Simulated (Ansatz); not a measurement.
A nudged elastic band was laid between two geometries of CH2NS2 (6 atoms, charge -1, multiplicity 1).

Theory: RKS revPBE/def2-SVP in Ansatz 0.2.0.

```
movable images  : 7
climbing image  : yes
spring          : 5.0 eV/Å²
optimiser       : quadratic models (default)
start path      : through a guess of the saddle point
force threshold : 0.05 eV/Å
iteration limit : 60
end points      : relaxed
```

Image 0:

```xyz
6
Properties=species:S:1:pos:R:3
N -0.622 0.492 0.200
C 0.552 -0.203 -0.138
S 1.465 -0.805 1.189
S 0.894 -0.305 -1.820
H -0.984 0.269 1.133
H -1.305 0.551 -0.563
```

Image 8:

```xyz
6
Properties=species:S:1:pos:R:3
N -1.082 0.616 0.772
C -0.064 0.029 0.199
S 1.303 -0.823 0.827
S -0.188 0.191 -1.672
H -0.932 0.478 1.789
H 0.964 -0.491 -1.915
```

(1) What changes between the two ends?

(2) Give the energies along the band, and the barrier.

(3) What is the geometry of the highest image?

## Answers

(1) Bonds broken: N1–H6. Bonds formed: S4–H6.

(2) It converged. The highest image is number 2 of 0 to 8, 26.5 kcal/mol above the first end and 15.3 kcal/mol above the last; the last end lies 11.2 kcal/mol above the first. The profile has 2 maxima (images 2, 6) with wells between them (image 4): this band takes more than one step, which may be the mechanism or a detour left from its start path. A vibrational analysis at the climbing image gives one clearly imaginary mode, 1290i cm⁻¹: a first-order saddle point. The orbitals stay closed-shell, which can raise the energy where a bond breaks towards radicals; this wasn't checked here. Limits of this set-up: an anion without diffuse functions, the dipole of an ion depends on the origin.

```json
{"image": "0", "path coordinate (Å)": "0.00", "energy (kcal/mol)": "0.0", "N1–H6 (Å)": "1.03", "S4–H6 (Å)": "2.67"}
{"image": "1", "path coordinate (Å)": "0.49", "energy (kcal/mol)": "8.3", "N1–H6 (Å)": "1.06", "S4–H6 (Å)": "2.16"}
{"image": "2", "path coordinate (Å)": "0.99", "energy (kcal/mol)": "26.5", "N1–H6 (Å)": "1.40", "S4–H6 (Å)": "1.61"}
{"image": "3", "path coordinate (Å)": "1.62", "energy (kcal/mol)": "14.3", "N1–H6 (Å)": "2.08", "S4–H6 (Å)": "1.37"}
{"image": "4", "path coordinate (Å)": "2.24", "energy (kcal/mol)": "11.5", "N1–H6 (Å)": "2.72", "S4–H6 (Å)": "1.37"}
{"image": "5", "path coordinate (Å)": "2.87", "energy (kcal/mol)": "16.4", "N1–H6 (Å)": "2.89", "S4–H6 (Å)": "1.36"}
{"image": "6", "path coordinate (Å)": "3.50", "energy (kcal/mol)": "17.2", "N1–H6 (Å)": "3.19", "S4–H6 (Å)": "1.36"}
{"image": "7", "path coordinate (Å)": "4.12", "energy (kcal/mol)": "13.4", "N1–H6 (Å)": "3.46", "S4–H6 (Å)": "1.36"}
{"image": "8", "path coordinate (Å)": "4.75", "energy (kcal/mol)": "11.2", "N1–H6 (Å)": "3.55", "S4–H6 (Å)": "1.36"}
```

(3) 
```xyz
6
Properties=species:S:1:pos:R:3
N -0.737 0.383 0.301
C 0.438 -0.235 0.068
S 1.556 -0.867 1.179
S 0.516 -0.218 -1.758
H -0.986 0.482 1.302
H -0.788 0.455 -1.092
```

Run time: 4 min on 1 thread of Arm Neoverse V2 (shared host), peak memory 0.13 GiB.
